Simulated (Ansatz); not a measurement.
Calculation: B3LYP-D3(BJ)/def2-TZVPD in Ansatz (a program for electronic structure). No frequencies were computed at this level.

Ansatz 0.2 input:
```yaml
crystal:
  periodic: [false, false, false]
  atoms:
    - { symbol: C, position_ang: [0.001071, -0.000154, 0.000005] }
    - { symbol: O, position_ang: [1.181078, -0.169922, 0.005228] }
    - { symbol: H, position_ang: [-0.723096, -0.832535, -0.000395] }
    - { symbol: H, position_ang: [-0.459053, 1.002611, -0.004837] }
basis:
  gaussian: { orbitals: def2-tzvpd }
hamiltonian:
  xc: b3lyp
  dispersion: d3bj
relax:
  max_steps: 150
```

Output:

```
Functional definition: B3LYP
460 factors; their error is unknown
mean field evaluation 1: about -3113.8123 eV, gradient 4.4e1 eV
mean field evaluation 2: about -3105.5598 eV, gradient 8.0e1 eV
mean field evaluation 4: about -3117.1895 eV, gradient 2.8e0 eV
mean field evaluation 8: about -3117.2007 eV, gradient 8.3e-2 eV
mean field -3117.20074934 eV, -114.5550146239 hartree, gradient 2.7e-5 eV, S^2 0.000000; 0 other end points of the search recorded, 0 dependent functions left out
reference -3117.20095858 eV, -114.5550223129 hartree; 8, 8 occupied and 87, 87 virtual orbitals, 460 factors
relax step   1: F+E_penalty+E_count = -3117.25069248 eV  Δ(F+E_penalty+E_count) = +0.000e0 eV  max|allowed force component| = 6.077e-1 eV/Å  Δτ_max = 0.0000 Å  (29 SCF iters, accepted)
these checks for a lower state are left out or cut short: starts, cluster_reference, orbital_swaps, neighbouring_geometries, increment
460 factors; their error is unknown
mean field evaluation 16: about -3117.2084 eV, gradient 8.0e-1 eV
mean field -3117.20489997 eV, -114.5551671566 hartree, gradient 6.2e-6 eV, S^2 0.000000; 0 other end points of the search recorded, 0 dependent functions left out
reference -3117.20510950 eV, -114.5551748567 hartree; 8, 8 occupied and 87, 87 virtual orbitals, 460 factors
relax step   2: F+E_penalty+E_count = -3117.25483234 eV  Δ(F+E_penalty+E_count) = -4.140e-3 eV  max|allowed force component| = 2.021e-1 eV/Å  Δτ_max = 0.0077 Å  (35 SCF iters, accepted)
these checks for a lower state are left out or cut short: starts, cluster_reference, orbital_swaps, neighbouring_geometries, increment
460 factors; their error is unknown
mean field -3117.20554585 eV, -114.5551908922 hartree, gradient 6.2e-6 eV, S^2 0.000000; 0 other end points of the search recorded, 0 dependent functions left out
reference -3117.20575542 eV, -114.5551985937 hartree; 8, 8 occupied and 87, 87 virtual orbitals, 460 factors
relax step   3: F+E_penalty+E_count = -3117.25547737 eV  Δ(F+E_penalty+E_count) = -6.450e-4 eV  max|allowed force component| = 3.031e-2 eV/Å  Δτ_max = 0.0053 Å  (35 SCF iters, accepted)
these checks for a lower state are left out or cut short: starts, cluster_reference, orbital_swaps, neighbouring_geometries, increment
460 factors; their error is unknown
mean field evaluation 32: about -3117.2097 eV, gradient 3.5e-1 eV
mean field -3117.20555905 eV, -114.5551913772 hartree, gradient 6.2e-6 eV, S^2 0.000000; 0 other end points of the search recorded, 0 dependent functions left out
reference -3117.20576861 eV, -114.5551990785 hartree; 8, 8 occupied and 87, 87 virtual orbitals, 460 factors
relax step   4: F+E_penalty+E_count = -3117.25549135 eV  Δ(F+E_penalty+E_count) = -1.398e-5 eV  max|allowed force component| = 4.426e-3 eV/Å  Δτ_max = 0.0005 Å  (35 SCF iters, accepted)
460 factors; their error is unknown
mean field -3117.20555905 eV, -114.5551913772 hartree, gradient 6.2e-6 eV, S^2 0.000000; 1 other end points of the search recorded, 0 dependent functions left out
reference -3117.20576861 eV, -114.5551990785 hartree; 8, 8 occupied and 87, 87 virtual orbitals, 460 factors
Total energy: -3117.25570092 eV, -114.5570340569 hartree
Atom 0 at    -0.006624     0.000953    -0.000029 Å, force    -0.004426     0.000637    -0.000020 eV/Å
Atom 1 at     1.180498    -0.169839     0.005225 Å, force    -0.000492     0.000071    -0.000002 eV/Å
Atom 2 at    -0.720699    -0.845227    -0.000347 Å, force     0.002901     0.002723     0.000003 eV/Å
Atom 3 at    -0.453175     1.014113    -0.004848 Å, force     0.002016    -0.003430     0.000018 eV/Å
Dipole moment:    -0.490835     0.070617    -0.002173 e Å
```

Cost: around 7 core-seconds (rough).
